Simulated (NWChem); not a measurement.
# [BNH4]− (SMILES [BH2-]N): UCCD/pc-1 (DKH2)

What is the energy difference between two shapes of [BNH4]− at UCCD/pc-1 (DKH2)? 

The results are computed with NWChem 7.3.0.

1 further run of the same task is left out (set aside as unsound or not needed).

### 1 The molecule

[BNH4]−: 6 atoms, total charge -1, spin state doublet. SMILES: `[BH2-]N`. The coordinates come from a GFN2-xTB relaxation.

Bond lengths: B1–N2 1.573 Å, B1–H3 1.274 Å, B1–H4 1.250 Å, N2–H5 1.029 Å, N2–H6 1.021 Å. Angles: B1–N2–H5 111.6°, B1–N2–H6 108.4°, N2–B1–H3 113.0°, N2–B1–H4 110.8°, H5–N2–H6 104.9°, H3–B1–H4 110.4°.

### 2 A single-point energy at UCCD/pc-1 (DKH2)

Input file sp.xyz:

```xyz
6

B     -0.409200    -0.684370     0.181230
N     -0.175110     0.868880     0.098520
H      0.620240    -1.323070     0.573900
H     -0.807710    -1.131940    -0.915350
H      0.296220     1.134010    -0.776380
H      0.475560     1.136490     0.838070
```

Input file sp.nw:

```
start sp
memory total 2200 mb
charge -1

geometry units angstrom noautosym nocenter noautoz
  load sp.xyz
end

basis spherical bse
  * library pc-1
end

relativistic
  douglas-kroll dkh
end

scf
  doublet
  uhf
  maxiter 60
end

tce
  scf
  ccd
  freeze core 2
  maxiter 100
end

task tce energy
```

Launch:

```console
nwchem sp.nw > sp.out
```

The program printed:

```text
[...]
  functions       =    48
[...]
  wavefunction    = UHF
[...]
         Total SCF energy =    -81.408176969580
      One electron energy =   -173.193659159659
      Two electron energy =     61.618262245286
 Nuclear repulsion energy =     30.167219944793
                       Sz =      0.5000
                 Sz(Sz+1) =      0.7500
                      S^2 =      0.7549
[...]
         Wavefunction type : Unrestricted Hartree-Fock
          No. of electrons :    17
[...]
         Spin multiplicity : doublet
[...]
```

Wall time 6.9 s (1 thread of Intel Xeon 6975P-C (Granite Rapids), shared host); peak memory 0.25 GiB.

### 3 The distorted shape

Input file run.py:

```python
from ase import Atoms
from ase.calculators.nwchem import NWChem

mol = Atoms(['B', 'N', 'H', 'H', 'H', 'H'], positions=[
    [-0.578586, -0.574172, 0.190815],
    [-0.295424, 0.874628, 0.005928],
    [0.702217, -1.540002, 0.401898],
    [-0.874473, -1.152683, -1.095579],
    [0.343335, 1.188469, -0.807936],
    [0.358846, 1.220651, 0.839585],
])

calc = NWChem(
    label='mymol',
    theory='tce',
    memory='2200 mb',
    basis='pc-1',
    basispar='spherical bse',
    charge=-1,
    relativistic={'douglas-kroll': 'dkh'},
    scf={'nopen': '1', 'uhf': None, 'maxiter': '60'},
    tce={'scf': None, 'ccd': None, 'freeze': 'core 2', 'maxiter': '100'},
    task='energy',
)
mol.calc = calc

print("Total energy (eV):", round(mol.get_potential_energy(), 6))
```

Launch:

```console
export ASE_NWCHEM_COMMAND="nwchem PREFIX.nwi > PREFIX.nwo"
python run.py
```

The program printed:

```text
Total energy (eV): -2221.889194
```

The calculator wrote mymol.nwi:

```
title "mymol"

permanent_dir mymol

scratch_dir mymol

start mymol

geometry units angstrom nocenter noautosym noautoz
  B  -5.7858600000000004e-01 -5.7417200000000002e-01 1.9081500000000001e-01
  N  -2.9542400000000002e-01 8.7462799999999996e-01 5.9280000000000001e-03
  H  7.0221699999999998e-01 -1.5400020000000001e+00 4.0189799999999998e-01
  H  -8.7447299999999994e-01 -1.1526829999999999e+00 -1.0955790000000001e+00
  H  3.4333500000000000e-01 1.1884690000000000e+00 -8.0793599999999999e-01
  H  3.5884600000000000e-01 1.2206509999999999e+00 8.3958500000000003e-01
end

charge -1

memory 2200 mb

basis spherical bse noprint
   * library pc-1
end

relativistic
  douglas-kroll dkh
end
scf
  nopen 1
  uhf
  maxiter 60
end
tce
  scf
  ccd
  freeze core 2
  maxiter 100
end

task tce energy
```

mymol.nwo:

```text
Northwest Computational Chemistry Package (NWChem) 7.3.0
             --------------------------------------------------------

           Job information
           ---------------

    nwchem branch   = 7.3.0
    use scalapack   = T
    input           = mymol.nwi
    prefix          = mymol.
    data base       = mymol/mymol.db
    status          = startup
    nproc           =        1

           Memory information
           ------------------

    heap     =     72089600 doubles =      550.0 Mbytes
    stack    =     72089597 doubles =      550.0 Mbytes
    global   =    144179200 doubles =     1100.0 Mbytes (distinct from heap & stack)
    total    =    288358397 doubles =     2200.0 Mbytes
    verify   = yes
    hardfail = no

           Directory information
           ---------------------

  0 permanent = mymol
  0 scratch   = mymol

[... 32 lines left out ...]
            Nuclear Dipole moment (a.u.)
[... 83 lines left out ...]
 1-e energy   =    -176.238467
[... 7 lines left out ...]
         Quadratically convergent UHF
[... 14 lines left out ...]
       Final UHF  results
[... 3 lines left out ...]
      One electron energy =   -171.188274428364
[... 1 line left out ...]
 Nuclear repulsion energy =     29.345767583692
[... 31 lines left out ...]
          Final beta eigenvalues
[... 164 lines left out ...]
                     UHF Final Beta Molecular Orbital Analysis
[... 309 lines left out ...]
 tce_ao2e: fast2e=1
 half-transformed integrals in memory

 2-e (intermediate) file size =        11646720
 2-e (intermediate) file name = mymol/mymol.v2i

 tce_mo2e: fast2e=1
 2-e integrals stored in memory

 2-e file size   =          8796401
 2-e file name   = mymol/mymol.v2
 T2-number-of-boxes                   10

 t2 file size   =           164629
 t2 file name   = mymol/mymol.t2
 t2 file handle =       -998

 CCD iterations
 --------------------------------------------------------
 Iter          Residuum       Correlation     Cpu    Wall
 --------------------------------------------------------
    1   0.1383606509965  -0.2730437897979     0.0     0.0
    2   0.0407366752675  -0.2892389396881     0.1     0.1
    3   0.0156764842033  -0.2953023099680     0.1     0.1
[... 35 lines of this table left out ...]
   39   0.0000000752570  -0.2980390313414     0.0     0.0
 --------------------------------------------------------
 Iterations converged
 CCD correlation energy / hartree =        -0.298039031341378
 CCD total energy / hartree       =       -81.652922505271761

 Doubles contributions

 Task  times  cpu:        6.9s     wall:        6.9s
 Total times  cpu:        6.9s     wall:        6.9s
```

Run time: 8.1 s. Hardware: 1 thread of Intel Xeon 6975P-C (Granite Rapids), shared host; peak memory 0.25 GiB.

### 4 Summary of results

At UCCD/pc-1 (DKH2), 2 core orbitals frozen:

```
                                                                   quantity         value
                                                  first shape: total energy  -81.70489 Eh
    first shape: HOMO energy (Hartree–Fock orbitals) (highest over α and β)      -0.26 eV
     first shape: LUMO energy (Hartree–Fock orbitals) (lowest over α and β)       9.61 eV
                   first shape: correlation energy (2 core orbitals frozen)    -296.7 mEh
                             first shape: ⟨S²⟩ of the reference determinant         0.755
                                              distorted shape: total energy  -81.65292 Eh
distorted shape: HOMO energy (Hartree–Fock orbitals) (highest over α and β)      -1.50 eV
 distorted shape: LUMO energy (Hartree–Fock orbitals) (lowest over α and β)       8.76 eV
               distorted shape: correlation energy (2 core orbitals frozen)    -298.0 mEh
                         distorted shape: ⟨S²⟩ of the reference determinant         0.755
                                     energy change with the atoms displaced      1.414 eV
```

What this shows: With the atoms displaced the energy rises by 1.41 eV (33 kcal/mol). The first shape isn't relaxed at this level, so the change isn't measured from a minimum.
